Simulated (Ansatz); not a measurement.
## Ansatz (development build ahead of 0.2.0) run

```yaml
crystal:
  periodic: [false, false, false]
  atoms:
    - { symbol: B, position_ang: [0.0, 0.0, 0.0] }
    - { symbol: Si, position_ang: [0.81321, 1.08428, 2.34754] }
basis:
  gaussian: { orbitals: "6-31G" }
total_charge: 1
hamiltonian:
  xc: hf
correlation:
  method: fci
  frozen_orbitals: { B: 1, Si: 5 }
```

The input is written out in the form of the current development build from the run's settings.

The run gave:

- Converged: yes
- Total energy: -313.19311 hartree
- State: lowest singlet root, of any spatial symmetry
